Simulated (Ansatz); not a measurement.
The same path of C$_{3}$H$_{7}$NS (12 atoms, charge 0, multiplicity 1) was run twice with different band settings. The coordinate that changes most is the height of N1 over the plane of its neighbours.

The calculation used Ansatz 0.2.0, RKS PBE-D4/6-31G*.

Relaxed end points:

```xyz
12
Properties=species:S:1:pos:R:3
N -0.503 1.228 2.034
C -0.588 0.642 0.775
C 0.441 0.177 0.029
C 0.237 -0.569 -1.246
S 0.588 -2.388 -0.973
H 0.432 1.539 2.301
H -1.206 1.938 2.234
H -1.620 0.508 0.423
H 1.473 0.287 0.386
H 0.922 -0.220 -2.037
H -0.800 -0.458 -1.606
H 0.700 -2.739 -2.286
```

```xyz
12
Properties=species:S:1:pos:R:3
N -0.470 1.557 1.834
C -0.575 0.743 0.709
C 0.447 0.197 0.010
C 0.238 -0.575 -1.248
S 0.566 -2.388 -0.920
H 0.428 1.504 2.318
H -1.249 1.488 2.489
H -1.605 0.626 0.348
H 1.478 0.291 0.376
H 0.931 -0.257 -2.046
H -0.795 -0.459 -1.616
H 0.685 -2.781 -2.221
```

Common settings: spring 5.0 eV/Å²; optimiser quadratic models (default); start path through a guess of the saddle point; force threshold 0.05 eV/Å; end points relaxed.

| run | movable images | climbing image | iteration limit |
| --- | --- | --- | --- |
| 1 | 7 | yes | 37 |
| 2 | 8 | no | 39 |

(1) What does each run give, and how far can it be trusted?

## Answers

(1) Run 1: converged after 9 iterations, highest image 0.043 eV above the first end. A vibrational analysis at the climbing image gives one clearly imaginary mode, 443i cm⁻¹: a first-order saddle point.
Run 2: converged after 6 iterations, highest image 0.044 eV above the first end. No image climbed, so the highest image needn't sit at the top of the path.
